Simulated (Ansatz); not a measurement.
Reaction (SMILES): Cl[CH]Cl → Cl[CH-]Cl (an electron is taken up)
B3LYP-D3(BJ)/def2-TZVP geometries, fixed; electronic energies without zero-point terms; positive where energy is released.
Largest species:
```
C
H 1 1.0785
Cl 1 1.7039 2 117.35
Cl 1 1.7039 2 117.35 3 153.21
```
Charge 0, spin multiplicity 2.

Basis-set convergence of the adiabatic electron affinity at PBE with Ansatz (an electronic-structure program). All functions are spherical. Open shells are unrestricted. No added dispersion term, no relativity. Functions are those of the species that has most. Reference: the value in aug-pcseg-3, 1.259 eV, itself unsure by roughly 0.003 eV (its mean distance from aug-cc-pV(Q+d)Z, def2-QZVPPD). Deviations are taken from unrounded values.

| basis | functions |
|---|---|
| def2-SV(P) | 52 |
| def2-SVP | 55 |
| def2-SVPD | 82 |
| def2-TZVP | 111 |
| def2-TZVPP | 129 |
| def2-TZVPD | 138 |
| def2-TZVPPD | 156 |
| def2-QZVPP | 227 |
| def2-QZVPPD | 254 |

Problem. Which is the smallest def2 set listed that can be trusted to 0.1 eV here, that is, within that of the reference together with its larger relatives (same family, alike in diffuse functions; a set with none to test it counts only in the reference's own line)?

Solution. The smallest set listed that lies within 0.1 eV of the reference with all its larger relatives (same family, alike in diffuse functions; a set with none counts only in the reference's own line) is def2-SVPD (82 functions, 0.070 eV off). Inside, with no larger relative to test it: def2-QZVPP. Value minus reference: def2-SV(P) -0.666, def2-SVP -0.661, def2-SVPD 0.070, def2-TZVP -0.180, def2-TZVPP -0.181, def2-TZVPD -0.004, def2-TZVPPD -0.005, def2-QZVPP -0.062, def2-QZVPPD -0.002 eV.
